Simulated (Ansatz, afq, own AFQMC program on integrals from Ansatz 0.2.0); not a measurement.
BH4⁺, triplet in cc-pVDZ, levels against full CI

```xyz
5

B     0.0000    0.0000    0.0000
H     0.4219    0.4343    0.9442
H    -0.4338   -0.4205    0.9450
H    -0.4214    0.4210   -0.9504
H     0.4333   -0.4347   -0.9388
```

Basis cc-pVDZ. Noble-gas cores (and the filled d shells of Ga–Kr and In–Xe) are frozen. Ansatz 0.2.0 and our own AFQMC program on the same integrals; the CISD trial comes from CCSD amplitudes, and released means the phaseless constraint is let go. Error bars are statistical, one sigma.

Determinant: UHF, the one that the program's search chose, which needn't be the lowest solution. The geometry is a point of a scan.

Full CI on the same integrals is exact in this basis and with this determinant's frozen core.

Cautions: lower spins were not checked.

The T1 diagnostic is 0.0103 and the weight of the determinant in the CISD state is 0.949. The ⟨S²⟩ of the determinant is 2.011. The size of the correlated space is 6 electrons in 33 orbitals.

```csv
level,correlation energy (eV)
MP2,-2.2819
CCSD,-2.8905
CCSD(T),-2.9375
```

(1) Estimate where phaseless AFQMC with the Hartree–Fock trial lies against CCSD(T) on the same integrals.

(1) 0.36 ± 0.27 mEh above CCSD(T). The gap is under twice the noise, so this walk alone can't tell the two apart.

Reference: full CI, correlation energy -2.950 eV. The released energy is read at 2.40 1/Eh (meV from the phaseless value at times in 1/Eh: -0.3 ± 1.1 at 0.24, -2.3 ± 0.7 at 0.51, -2.5 ± 0.6 at 0.99, -3.0 ± 0.5 at 1.62, -4.2 ± 0.7 at 2.40).

```json
{"level": "CCSD(T)", "E − E(reference) (mEh)": "0.46", "share of correlation (%)": "99.57"}
{"level": "CCSDT", "E − E(reference) (mEh)": "0.03", "share of correlation (%)": "99.97"}
{"level": "CCSDT(Q)", "E − E(reference) (mEh)": "0.01", "share of correlation (%)": "99.99"}
{"level": "CCSDTQ", "E − E(reference) (mEh)": "0.00", "share of correlation (%)": "100.00"}
{"level": "ph-AFQMC/HF", "E − E(reference) (mEh)": "0.82 ± 0.27", "share of correlation (%)": "99.24"}
{"level": "ph-AFQMC/CISD", "E − E(reference) (mEh)": "0.12 ± 0.03", "share of correlation (%)": "99.89"}
{"level": "released AFQMC", "E − E(reference) (mEh)": "-0.04 ± 0.03", "share of correlation (%)": "100.03"}
```

CCSDT and higher add their correlation energy to the determinant of the CCSD(T) run, since their own runs factorise the integrals more tightly (a shift of under 2 meV). A walk keeps the symmetry of its determinant, which the program's search chose and which needn't be the lowest solution, so a lower state of the same spin and another symmetry isn't excluded. Released energies are given only where the last usable release times agree within the noise; a slower fall can still hide under it.
